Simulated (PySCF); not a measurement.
# Bond curve of NaP⁺

Set-up: PySCF, no relativity, basis sets Na def2-SVP, P def2-SVP. Energies in eV from Na⁺ + P in their ground configurations at the same level. All curves are PBE0. state 1: ⁴Σ⁻ (quartet), unpaired electrons σ ↑, π ↑↑; state 2: Ms = 0.5 determinant of mixed spin (⟨S²⟩ near 1.8), unpaired electrons σ ↓, π ↑↑, a second solution, started from another occupation; state 3: Ms = 0.5 determinant of mixed spin (⟨S²⟩ near 1.8), unpaired electrons σ ↑, π ↑↓, a mixture of terms (⟨Lz²⟩ = 2.0), a second solution, started from another occupation; state 4: ²Π (doublet), unpaired electrons π ↑, a second solution, started from another occupation.

```json
{"R (Å)": "2.694", "state 1": "-0.1595", "state 2": "0.5659", "state 3": "0.5714", "state 4": "1.2137"}
{"R (Å)": "2.820", "state 1": "-0.2220", "state 2": "0.4950", "state 3": "0.5055", "state 4": "1.1437"}
{"R (Å)": "2.945", "state 1": "-0.2545", "state 2": "0.4551", "state 3": "0.4701", "state 4": "1.1165"}
{"R (Å)": "3.039", "state 1": "-0.2652", "state 2": "0.4396", "state 3": "0.4576", "state 4": "1.1160"}
{"R (Å)": "3.133", "state 1": "-0.2676", "state 2": "0.4331", "state 3": "0.4536", "state 4": "1.1277"}
{"R (Å)": "3.227", "state 1": "-0.2641", "state 2": "0.4335", "state 3": "0.4559", "state 4": "1.1483"}
{"R (Å)": "3.352", "state 1": "-0.2532", "state 2": "0.4415", "state 3": "0.4657", "state 4": "1.1851"}
{"R (Å)": "3.509", "state 1": "-0.2337", "state 2": "0.4592", "state 3": "0.4845", "state 4": "1.2402"}
{"R (Å)": "3.697", "state 1": "-0.2066", "state 2": "0.4864", "state 3": "0.5117", "state 4": "1.3119"}
{"R (Å)": "3.948", "state 1": "-0.1702", "state 2": "0.5256", "state 3": "0.5492", "state 4": "1.4078"}
```

Question: Put a parabola through the three lowest points of the state 1 curve and estimate Re, k and ωe (reduced mass 13.2 u; 1 eV/Å² = 0.16022 mdyn/Å; ωe = 1302.8·√(k/μ) cm⁻¹).

Answer: Through R = 3.039, 3.133, 3.227 Å the second-order coefficient is 0.334 eV/Å², so Re ≈ 3.124 Å, k ≈ 0.107 mdyn/Å and ωe ≈ 117 cm⁻¹. A polynomial fit of higher order to the unrounded PBE0 energies gives Re = 3.119 Å, k = 0.112 mdyn/Å, ωe = 120 cm⁻¹; anharmonicity and rounding make the difference.

The higher-order fit for each curve: state 1: Re = 3.119 Å, ωe = 120 cm⁻¹, De = 0.268 eV; state 2: Re = 3.173 Å, ωe = 118 cm⁻¹, minimum 0.433 eV above the ground-state fragments; state 3: Re = 3.141 Å, ωe = 119 cm⁻¹, minimum 0.454 eV above the ground-state fragments; state 4: Re = 2.994 Å, ωe = 181 cm⁻¹, minimum 1.11 eV above the ground-state fragments.

The bond is weak. Basis-set superposition, not corrected here, can be much of De in a small basis, most of all at correlated wavefunction levels. For an ion De counts to the pair picked by the measured ionisation energies or electron affinities, which need not be the lowest pair at this level. The state is the lowest determinant that a PBE0 search found; another state may lie lower at other levels.
